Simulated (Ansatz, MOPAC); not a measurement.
Species: BF2 (charge 0, doublet). SMILES: F[B]F

Atoms: B1, F2, F3. Bonds: B1-F2, B1-F3.

Bond lengths (Å) and angles (degrees) optimised at AM1 with MOPAC; PM3 with MOPAC; PM6 with MOPAC; MNDO with MOPAC; HF/6-31G* with Ansatz (a first-principles code); PBE/6-31G* with Ansatz, each started from the B3LYP-D3(BJ)/def2-TZVP structure (Ansatz) of the last column. A row stands for all coordinates that are equal there. 6-31G* holds six Cartesian d functions. No wavenumbers were computed at MNDO, PBE/6-31G*, so these may be saddle points.

| coordinate | AM1 | PM3 | PM6 | MNDO | HF/6-31G* | PBE/6-31G* | B3LYP-D3(BJ)/def2-TZVP |
|---|---|---|---|---|---|---|---|
| B1-F2 | 1.291 | 1.296 | 1.303 | 1.292 | 1.301 | 1.324 | 1.310 |
| F2-B1-F3 | 126.3 | 125.4 | 119.0 | 125.6 | 120.2 | 121.1 | 121.3 |

Mean signed difference of all 2 bond lengths from B3LYP-D3(BJ)/def2-TZVP: AM1 -0.019 Å, PM3 -0.014 Å, PM6 -0.007 Å, MNDO -0.019 Å, HF/6-31G* -0.009 Å, PBE/6-31G* 0.014 Å.
